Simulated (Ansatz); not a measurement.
**[Br···H···H], doublet along the distance Br1-H2**

Starting geometry:

```xyz
3

Br    0.0000    0.0000   -1.4079
H     0.0000    0.0000    0.0127
H     0.0000    0.0000    1.3951
```

From there H2 is moved from one fragment to the other while all else, the fragments' distance too, stays fixed, so the hump isn't the reaction's barrier; atoms are numbered as listed. Energies are in kcal/mol, counted from the starting geometry at the same level. Kohn–Sham curves are unrestricted where that lies lower.

Basis cc-pVTZ; Ansatz 0.2.0. Correlated methods freeze the noble-gas cores and the filled d shells of p-block atoms. Prefix R: restricted or restricted open-shell reference; prefix U: unrestricted. No spin–orbit coupling is included, and no scalar relativity.

Functionals correlate the shells that the reference freezes, so part of their error here is the reference's.

Full CI isn't at hand for all of this; UCCSDT(Q) serves as the reference, and is uncertain by about the last step of the cluster series.

| distance Br1-H2 (Å) | UCCSDT(Q) | PBE | BLYP | r2SCAN | PBE0 | B3LYP | wB97M-V | B2PLYP | PBE-QIDH | RPA-PBE |
| --- | --- | --- | --- | --- | --- | --- | --- | --- | --- | --- |
| 1.421 | 0.0 | 0.0 | 0.0 | 0.0 | 0.0 | 0.0 | 0.0 | 0.0 | 0.0 | 0.0 |
| 1.512 | 0.2 | -1.5 | -2.0 | -1.2 | -0.6 | -1.2 | -0.2 | -0.3 | 0.5 | -0.2 |
| 1.694 | 1.0 | -2.8 | -4.5 | -1.3 | -0.5 | -2.6 | -0.2 | 0.0 | 2.6 | -0.7 |
| 1.876 | -7.2 | -8.4 | -11.2 | -6.6 | -6.7 | -9.9 | -8.7 | -7.5 | -4.5 | -9.8 |
| 2.058 | -15.5 | -11.9 | -15.9 | -11.4 | -12.1 | -15.9 | -16.6 | -15.0 | -12.3 | -18.4 |
